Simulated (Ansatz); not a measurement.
fcc Pb, treated with r²SCAN (PAW; Ansatz, an electronic-structure program).

Settings: plane-wave cutoff 600 eV, 16×16×16 k mesh, Fermi–Dirac smearing 0.1 eV, finite displacements, force constants from a 4×4×4 q mesh, scalar-relativistic PAW data made under PBE.

Computed at the level's own relaxed cell. Harmonic vibrational thermodynamics at fixed volume:

| T (K) | S_vib (J/K per mol of atoms) | C_V (J/K per mol of atoms) | F_vib (eV/atom) |
|---|---|---|---|
| 0 | 0.00 | 0.00 | 0.0081 |
| 100 | [?] | [?] | [?] |
| 400 | [?] | [?] | [?] |
| 500 | [?] | [?] | [?] |
| 700 | [?] | [?] | [?] |
| 800 | [?] | [?] | [?] |
| 900 | [?] | [?] | [?] |

Q: Some entries are withheld; supply them.

A: 
- 100, S_vib (J/K per mol of atoms): 38.04
- 100, C_V (J/K per mol of atoms): 24.08
- 100, F_vib (eV/atom): -0.0127
- 400, S_vib (J/K per mol of atoms): 72.21
- 400, C_V (J/K per mol of atoms): 24.89
- 400, F_vib (eV/atom): -0.1957
- 500, S_vib (J/K per mol of atoms): 77.76
- 500, C_V (J/K per mol of atoms): 24.91
- 500, F_vib (eV/atom): -0.2735
- 700, S_vib (J/K per mol of atoms): 86.14
- 700, C_V (J/K per mol of atoms): 24.92
- 700, F_vib (eV/atom): -0.4439
- 800, S_vib (J/K per mol of atoms): 89.47
- 800, C_V (J/K per mol of atoms): 24.93
- 800, F_vib (eV/atom): -0.5349
- 900, S_vib (J/K per mol of atoms): 92.41
- 900, C_V (J/K per mol of atoms): 24.93
- 900, F_vib (eV/atom): -0.6292

The crystal is taken as a harmonic solid at every temperature: melting, phase changes and thermal expansion are not seen, nor the electrons' share in a metal.
